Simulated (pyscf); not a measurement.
Optimised with ωB97X-D3(BJ)/def2-SVP in PySCF.

**Question.** PBE/def2-TZVP puts the barrier of [HN=SiH]• + hydrogen fluoride (HF) -> [HN=Si–F]• + hydrogen (H₂) (four-centre exchange; doublet surface; H–Si, F–H broken, F–Si, H–H formed) at 0.42 eV and the reaction energy at -1.21 eV, from the separated reactants. What do r²SCAN/def2-TZVP, PBE0-D3(BJ)/def2-TZVP, ωB97M-D3(BJ)/def2-TZVP give on the same structures?

**Answer.** r²SCAN: ΔE‡ = 0.48 eV, ΔE = -1.30 eV; PBE0-D3(BJ): ΔE‡ = 0.58 eV, ΔE = -1.15 eV; ωB97M-D3(BJ): ΔE‡ = 0.67 eV, ΔE = -1.23 eV. PBE's barrier lies under all of them, by 0.06 to 0.25 eV. Its reaction energy lies among theirs. On the reactant side the descent ends in a complex, 0.34 eV under the separated species and 1.02 eV under the saddle at ωB97X-D3(BJ)/def2-TZVP. The same reactants have a lower exit, to H₂N–SiH•–F (barrier +0.05 eV at ωB97M-D3(BJ)/def2-TZVP, against +0.67 eV here). One saddle was located; it need not be the lowest between these sides.
